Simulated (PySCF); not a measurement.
**SiC under electron impact: the energy ladder**

r²SCAN in PySCF with def2-TZVPPD on every atom, for the lowest determinant that a PBE0 search found; no spin–orbit coupling.

```csv
species,state (unpaired electrons),Re (Å),ωe (cm⁻¹),energy of the minimum from the neutral (eV),De (eV),dissociates to
SiC,"triplet (σ ↑, π ↑)",1.716,978,0.00,4.53,Si + C
SiC⁺,"quartet (σ ↑, π ↑↑)",1.823,825,8.87,3.99,Si⁺ + C
```

Work out the lowest energy to break SiC into atoms, from its vibrational ground state.

D0 = De − ωe/2 = 4.53 − 0.06 = 4.47 eV (r²SCAN/def2-TZVPPD).

Work out the ionisation energy of the Si atom at this level and the threshold of dissociative ionisation.

IE(Si) = 8.87 + 3.99 − 4.53 = 8.33 eV, so Si⁺ + C + e⁻ appears at D0 + IE(Si) = 12.80 eV (r²SCAN/def2-TZVPPD). The measured IE(Si) is 8.152 eV (NIST ASD).

These are thermodynamic thresholds; the onsets seen under electron impact lie higher where the geometry changes, and cross-sections peak well above them.

For an ion De counts to the pair picked by the measured ionisation energies or electron affinities, which need not be the lowest pair at this level. States were picked by a PBE0 search and need not be the measured ground states.
